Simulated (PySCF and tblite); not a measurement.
Results of a calculation; reference values are marked as such.
Molecule: C4H8N2, numbered as in [H]/[N:1]=[C:2]1\[CH2:3][CH2:4][NH:5][CH2:6]1; H named by carrier, a and b as here (out-of-plane angle -44°, Å):

```
N1       2.294   -0.086    0.122
C2       1.049   -0.047   -0.014
C3       0.020   -1.152    0.013
C4      -1.285   -0.370    0.132
N5      -1.043    0.830   -0.697
C6       0.294    1.237   -0.222
H1       2.685   -1.012    0.281
H3a      0.183   -1.860    0.826
H3b      0.057   -1.691   -0.936
H4a     -1.469   -0.116    1.186
H4b     -2.148   -0.915   -0.254
H5      -1.657    1.524   -0.275
H6a      0.785    1.879   -0.955
H6b      0.266    1.771    0.739
```

The mean out-of-plane torsion at N5 (0° is planar) is held and the rest relaxed at GFN2-xTB. Energies: B3LYP/pcSseg-1 + D3(BJ). Couplings: B3LYP/6-31G* with H pcJ-1 N pcJ-1, gas phase, for ¹H, ¹⁵N. (tblite 0.8, PySCF 2.14.)

One held structure gave ¹J(N5,H5) = -80.4, ³J(H5,H6b) = 5.0, ³J(H4a,H5) = 3.1, ³J(H5,H6a) = -0.5, ³J(H4b,H5) = 0.2, ²J(N5,H6a) = -6.5, ²J(N5,H6b) = 0.1, ²J(N5,H4b) = -4.3 Hz.

Question: At which out-of-plane angle was it held?
A. 0°
B. -44°
C. 45°
D. 28°
E. -28°

Answer: E. It lies 0.28 kcal/mol above the lowest point.
